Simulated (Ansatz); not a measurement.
# CH6SSi: the cost of one run

Program: Ansatz 0.2.0, Gaussian basis. Level of theory: PBE0-D4/def2-SVP. These are calculated values, not measurements.

17 further runs of the same task are left out: 1 that didn't finish, 16 set aside as unsound or not needed.

**1. Where the work starts**

The first end: 9 atoms, charge 0, spin multiplicity 1.

Atoms are counted from 1 here; the program's logs count them from 0.

Bond lengths: Si1–C2 1.865 Å, Si1–S3 2.143 Å, Si1–H5 1.487 Å, Si1–H6 1.485 Å, C2–H7 1.094 Å, C2–H8 1.092 Å, C2–H9 1.092 Å, S3–H4 1.344 Å. Angles: C2–Si1–S3 112.6°, C2–Si1–H5 109.9°, C2–Si1–H6 111.3°, S3–Si1–H5 110.1°, S3–Si1–H6 103.6°, H5–Si1–H6 109.1°, Si1–C2–H7 110.3°, Si1–C2–H8 110.7°, Si1–C2–H9 110.8°, H7–C2–H8 108.6°, H7–C2–H9 108.1°, H8–C2–H9 108.2°, Si1–S3–H4 94.8°.

Coordinates:

```mol
CH6SSi
  3D, bonds by distance, orders not assigned

  9  8  0  0  0  0  0  0  0  0999 V2000
   -0.6700   -0.4017    0.1403 Si  0  0
    0.4528    1.0818    0.2640 C   0  0
    0.3946   -2.2059   -0.3105 S   0  0
    0.8153   -1.7888   -1.5168 H   0  0
   -1.7196   -0.1578   -0.8848 H   0  0
   -1.3207   -0.6956    1.4425 H   0  0
   -0.1232    1.9729    0.5288 H   0  0
    1.2189    0.9232    1.0254 H   0  0
    0.9518    1.2719   -0.6890 H   0  0
  1  2  8  0
  1  3  8  0
  1  5  8  0
  1  6  8  0
  2  7  8  0
  2  8  8  0
  2  9  8  0
  3  4  8  0
M  END
```

The second end:

```xyz
9
charge 0, multiplicity 1
Si   -1.3094   -1.2900    0.0731
C     1.0349    1.0711   -0.0384
S    -0.5793   -2.8937   -0.7353
H     1.1964    0.1726   -0.6360
H    -2.1288   -0.2758   -0.6375
H    -1.1742   -0.9173    1.5036
H     0.0233    1.4516   -0.1907
H     1.1924    0.8460    1.0159
H     1.7444    1.8355   -0.3547
```

**2. The band at PBE0-D4/def2-SVP**

Input file neb/in.yaml:

```yaml
crystal:
  periodic: [false, false, false]
  atoms:
    - {symbol: Si, position_ang: [-0.670044, -0.401720, 0.140312]}
    - {symbol: C, position_ang: [0.452771, 1.081821, 0.264046]}
    - {symbol: S, position_ang: [0.394630, -2.205869, -0.310538]}
    - {symbol: H, position_ang: [0.815274, -1.788811, -1.516803]}
    - {symbol: H, position_ang: [-1.719588, -0.157804, -0.884810]}
    - {symbol: H, position_ang: [-1.320746, -0.695606, 1.442498]}
    - {symbol: H, position_ang: [-0.123205, 1.972917, 0.528791]}
    - {symbol: H, position_ang: [1.218887, 0.923175, 1.025434]}
    - {symbol: H, position_ang: [0.951821, 1.271899, -0.689032]}
basis:
  gaussian: {orbitals: def2-SVP}
hamiltonian: {xc: pbe0, dispersion: d4}
neb:
  images: 5
  climbing: true
  max_iterations: 40
  initial_path: idpp
  final_atoms:
    - {symbol: Si, position_ang: [-1.309383, -1.289956, 0.073074]}
    - {symbol: C, position_ang: [1.034887, 1.071130, -0.038420]}
    - {symbol: S, position_ang: [-0.579277, -2.893695, -0.735280]}
    - {symbol: H, position_ang: [1.196432, 0.172561, -0.636029]}
    - {symbol: H, position_ang: [-2.128771, -0.275824, -0.637504]}
    - {symbol: H, position_ang: [-1.174196, -0.917273, 1.503592]}
    - {symbol: H, position_ang: [0.023279, 1.451607, -0.190677]}
    - {symbol: H, position_ang: [1.192383, 0.845996, 1.015891]}
    - {symbol: H, position_ang: [1.744446, 1.835453, -0.354747]}
```

The run is started by

```bash
> ansatz run in.yaml --threads 2 --pin off --events-out ev --progress --plain --max-ram 4352MiB
```

**Question.** How long does this run take on 2 threads of Arm Neoverse V1, shared host?

About 2.4 min.
